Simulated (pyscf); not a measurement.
[H₂N–B–Cl]• (SMILES N[B]Cl) + HCl (SMILES Cl) → H₂N–B(Cl)–Cl (SMILES NB(Cl)Cl) + H• (SMILES [H]) (atom transfer; doublet surface; Cl–H broken, B–Cl formed). Single points on ωB97X-D3(BJ)/def2-SVP structures (PySCF, gas phase). MP2 and CC: frozen core, UHF for open shells. ΔMP2 is the change of the MP2 total energy from the triple- to the quadruple-zeta basis. Energies in kcal/mol from the separated reactants.

| level | barrier | reaction energy |
|---|---|---|
| B3LYP-D3(BJ)/def2-TZVP | 7.2 | -14.1 |
| ωB97M-D3(BJ)/def2-TZVP | 10.8 | -18.0 |
| HF/def2-TZVP | ? | -15.3 |
| MP2/def2-QZVPP | 12.9 | -20.2 |
| CCSD/def2-TZVPP | 15.3 | -13.8 |
| CCSD(T)/def2-TZVPP | 13.1 | -15.1 |
| CCSD(T)/def2-TZVPP + ΔMP2(QZVPP) | ? | ? |

### Question
Fill in the missing entries.

### Answer

- HF/def2-TZVP, barrier: 26.2
- CCSD(T)/def2-TZVPP + ΔMP2(QZVPP), barrier: 12.0
- CCSD(T)/def2-TZVPP + ΔMP2(QZVPP), reaction energy: -15.2

One saddle was located; it need not be the lowest between these sides. The angle at the transferred Cl is 176°. The CCSD(T) − MP2 part came from Ansatz, without density fitting, on the same reference.
